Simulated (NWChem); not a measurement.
System: silicon monoxide (SiO, singlet); SMILES O=[Si]

Input file for NWChem:

```
start job
memory heap 200 mb stack 900 mb global 1100 mb
geometry units angstroms noautoz
  Si     0.000000     0.000000     0.555946
  O      0.000000     0.000000    -0.967383
end
basis spherical
  * library 6-31+g*
end
dft
  xc b3lyp
  iterations 150
  mulliken
end
task dft energy
```

Parts of the log:

```
             Northwest Computational Chemistry Package (NWChem) 7.3.0
             --------------------------------------------------------

 ORDER OF PRIMARY AXIS IS BEING SET TO 4
 C4V symmetry detected

                             Geometry "geometry" -> ""
                             -------------------------

 Output coordinates in angstroms (scale by  1.889725989 to convert to a.u.)

  No.       Tag          Charge          X              Y              Z
 ---- ---------------- ---------- -------------- -------------- --------------
    1 Si                  14.0000     0.00000000     0.00000000     0.55393782
    2 O                    8.0000     0.00000000     0.00000000    -0.96939118

 Effective nuclear repulsion energy (a.u.)      38.9067968167

      Symmetry information
      --------------------

 Group name             C4v
 Group number             18
 Group order               8
 No. of unique centers     2

                                 NWChem DFT Module
                                 -----------------

 Summary of "ao basis" -> "ao basis" (spherical)
 ------------------------------------------------------------------------------
       Tag                 Description            Shells   Functions and Types
 ---------------- ------------------------------  ------  ---------------------
 Si                         6-31+g*                 10       22   5s4p1d
 O                          6-31+g*                  8       18   4s3p1d

      Symmetry analysis of basis
      --------------------------

        a1         18
        a2          0
        b1          2
        b2          2
        e          18

            General Information
            -------------------
          SCF calculation type: DFT
          Wavefunction type:  closed shell.
          No. of atoms     :     2
          No. of electrons :    22
           Alpha electrons :    11
            Beta electrons :    11
          Charge           :     0
          Spin multiplicity:     1
          Use of symmetry is: on ; symmetry adaption is: on
          Maximum number of iterations: 150
          AO basis - number of functions:    40
                     number of shells:    18
          Convergence on energy requested:  1.00D-06
          Convergence on density requested:  1.00D-05
          Convergence on gradient requested:  5.00D-04

              XC Information
              --------------
                         B3LYP Method XC Potential
                     Hartree-Fock (Exact) Exchange  0.200
                        Slater Exchange Functional  0.800 local
                    Becke 1988 Exchange Functional  0.720 non-local
              Lee-Yang-Parr Correlation Functional  0.810
                  VWN I RPA Correlation Functional  0.190 local

             Grid Information
             ----------------
          Grid used for XC integration:  medium
          Radial quadrature: Mura-Knowles
          Angular quadrature: Lebedev.
          Tag              B.-S. Rad. Rad. Pts. Rad. Cut. Ang. Pts.
          ---              ---------- --------- --------- ---------
          Si                  1.10       88           9.0       590
          O                   0.60       49          10.0       434
          Grid pruning is: on
          Number of quadrature shells:   137
          Spatial weights used:  Erf1

      Superposition of Atomic Density Guess
      -------------------------------------

 Sum of atomic energies:        -363.57451987

      Non-variational initial energy
      ------------------------------

 Total energy =    -363.617610
 1-e energy   =    -580.666845
 2-e energy   =     178.142438
 HOMO         =      -0.352563
 LUMO         =      -0.035051

      Symmetry analysis of molecular orbitals - initial
      -------------------------------------------------

 !! scf_movecs_sym_adapt:    4 vectors were symmetry contaminated

  Symmetry fudging

 !! scf_movecs_sym_adapt:    4 vectors were symmetry contaminated

  Numbering of irreducible representations:

     1 a1          2 a2          3 b1          4 b2          5 e

  Orbital symmetries:

     1 a1          2 a1          3 a1          4 a1          5 e
     6 e           7 a1          8 a1          9 e          10 e
    11 a1         12 e          13 e          14 a1         15 a1
    16 e          17 e          18 a1         19 a1         20 e
    21 e

     ---------------------------------------------
      Total Density - Mulliken Population Analysis
     ---------------------------------------------

    Atom       Charge   Shell Charges
 -----------   ------   -------------------------------------------------------
    1 Si  14    12.96   2.00  2.00  5.97  1.17  0.67  0.91  0.08  0.03  0.02  0.12
    2 O    8     9.04   2.00  0.98  3.25  0.94  1.95 -0.16  0.07  0.01

   convergence    iter        energy       DeltaE   RMS-Dens  Diis-err
 ---------------- ----- ----------------- --------- --------- ---------
 d= 0,ls=0.0,diis     1   -364.5707107134 -4.03D+02  1.01D-01  1.10D+00
 d= 0,ls=0.0,diis     2   -362.2345634056  2.34D+00  9.20D-02  1.68D+01
 d= 0,ls=0.0,diis     3   -364.7239257297 -2.49D+00  3.08D-03  1.08D-02
 d= 0,ls=0.0,diis     4   -364.7247226258 -7.97D-04  1.08D-03  2.68D-03
 d= 0,ls=0.0,diis     5   -364.7250510357 -3.28D-04  3.77D-04  3.31D-04
  Resetting Diis
 d= 0,ls=0.0,diis     6   -364.7250937954 -4.28D-05  4.03D-05  2.22D-06
 d= 0,ls=0.0,diis     7   -364.7250940150 -2.20D-07  1.17D-05  7.03D-08
 d= 0,ls=0.0,diis     8   -364.7250939815  3.35D-08  7.91D-06  3.99D-07

         Total DFT energy =     -364.725093981507
      One electron energy =     -582.140094779749
           Coulomb energy =      207.965488071930
    Exchange-Corr. energy =      -29.457284090375
 Nuclear repulsion energy =       38.906796816686

 Numeric. integr. density =       21.999998201353

                  Occupations of the irreducible representations
                  ----------------------------------------------

                     irrep           alpha         beta
                     --------     --------     --------
                     a1                7.0          7.0
                     a2                0.0          0.0
                     b1                0.0          0.0
                     b2                0.0          0.0
                     e                 4.0          4.0

                       DFT Final Molecular Orbital Analysis
                       ------------------------------------

 Vector    9  Occ=2.000000D+00  E=-3.387244D-01  Symmetry=e
              MO Center= -2.7D-16,  5.6D-16, -7.0D-01, r^2= 1.1D+00
   Bfn.  Coefficient  Atom+Function         Bfn.  Coefficient  Atom+Function
  ----- ------------  ---------------      ----- ------------  ---------------
    26      0.537938  2 O  py                30      0.342785  2 O  py
     8      0.273234  1 Si py                25     -0.164215  2 O  px
     4     -0.109471  1 Si py                29     -0.104641  2 O  px
     7     -0.083410  1 Si px                34      0.078410  2 O  py
    19     -0.067442  1 Si d -1              12      0.063240  1 Si py

 Vector   10  Occ=2.000000D+00  E=-3.387244D-01  Symmetry=e
              MO Center= -1.5D-15, -5.4D-16, -7.0D-01, r^2= 1.1D+00
   Bfn.  Coefficient  Atom+Function         Bfn.  Coefficient  Atom+Function
  ----- ------------  ---------------      ----- ------------  ---------------
    25      0.537938  2 O  px                29      0.342785  2 O  px
     7      0.273234  1 Si px                26      0.164215  2 O  py
     3     -0.109471  1 Si px                30      0.104641  2 O  py
     8      0.083410  1 Si py                33      0.078410  2 O  px
    21      0.067442  1 Si d  1              11      0.063240  1 Si px

 Vector   11  Occ=2.000000D+00  E=-3.178139D-01  Symmetry=a1
              MO Center=  1.6D-15, -4.4D-16,  1.8D-01, r^2= 2.4D+00
   Bfn.  Coefficient  Atom+Function         Bfn.  Coefficient  Atom+Function
  ----- ------------  ---------------      ----- ------------  ---------------
     9      0.453370  1 Si pz                27     -0.454425  2 O  pz
    10      0.417044  1 Si s                  6      0.268151  1 Si s
    31     -0.214516  2 O  pz                 5     -0.176253  1 Si pz
     2     -0.132496  1 Si s                 28      0.113602  2 O  s
    35     -0.081900  2 O  pz                20     -0.076128  1 Si d  0

 Vector   12  Occ=0.000000D+00  E=-8.347838D-02  Symmetry=e
              MO Center=  2.2D-17, -7.8D-16,  5.8D-01, r^2= 3.3D+00
   Bfn.  Coefficient  Atom+Function         Bfn.  Coefficient  Atom+Function
  ----- ------------  ---------------      ----- ------------  ---------------
    12      0.553373  1 Si py                 8      0.521582  1 Si py
    26     -0.297732  2 O  py                34     -0.258429  2 O  py
    30     -0.226546  2 O  py                16      0.196081  1 Si py
     4     -0.185681  1 Si py                19      0.082036  1 Si d -1
    11     -0.065647  1 Si px                 7     -0.061876  1 Si px

 Vector   13  Occ=0.000000D+00  E=-8.347838D-02  Symmetry=e
              MO Center= -1.8D-15, -2.9D-16,  5.8D-01, r^2= 3.3D+00
   Bfn.  Coefficient  Atom+Function         Bfn.  Coefficient  Atom+Function
  ----- ------------  ---------------      ----- ------------  ---------------
    11      0.553373  1 Si px                 7      0.521582  1 Si px
    25     -0.297732  2 O  px                33     -0.258429  2 O  px
    29     -0.226546  2 O  px                15      0.196081  1 Si px
     3     -0.185681  1 Si px                21     -0.082036  1 Si d  1
    12      0.065647  1 Si py                 8      0.061876  1 Si py

[...]
```

Level: B3LYP/6-31+G* (spherical d). Low-valent species are run as closed-shell singlets; no triplet was tried in these runs. The geometry was optimised at PBE0/def2-SVP.
